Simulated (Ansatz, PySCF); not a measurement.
Reaction (SMILES): O=[C]O -> O=[C-]O (an electron is taken up)
Structures are relaxed separately at B3LYP-D3(BJ)/def2-TZVP in Ansatz (a first-principles code), one conformer each, not searched for the lowest.
Geometry of the first species:
```xyz
4

O     -1.0465    -0.3887    -0.0006
C     -0.0138     0.4391     0.0046
O      1.1479     0.2237    -0.0014
H     -0.7282    -1.3146    -0.0112
```
Charge 0, spin multiplicity 2.

Wanted: adiabatic electron affinity (0 K, with B3LYP-D3(BJ) harmonic zero-point energies from PySCF), positive where the reaction releases energy, in eV. Cores are frozen in the correlated levels unless marked. UHF or UKS for open shells. No spin-orbit coupling. No relativistic terms. Anions need diffuse functions: aug- sets have them; def2-D sets add few; the other sets have none. CBS marks a two-point X^-3 extrapolation of the correlation energy; Hartree-Fock from the larger set. The bracket is a focal-point correction in the basis named.

```csv
level,program,adiabatic electron affinity (eV),minus last row
TPSSh/def2-TZVPD,PySCF,1.31,-0.25
HSE06/def2-TZVPD,Ansatz,1.26,-0.30
LC-wPBE/def2-TZVPD,Ansatz,1.31,-0.25
MP2/cc-pVTZ,Ansatz,0.98,-0.58
RI-MP2/cc-pVQZ,Ansatz,1.25,-0.31
CCSD(T)/cc-pVTZ,Ansatz,1.01,-0.55
"RI-MP2/CBS(aug-cc-pVTZ,aug-cc-pVQZ)+[CCSD(T)-MP2]/aug-cc-pVTZ",Ansatz,1.56,0.00
```
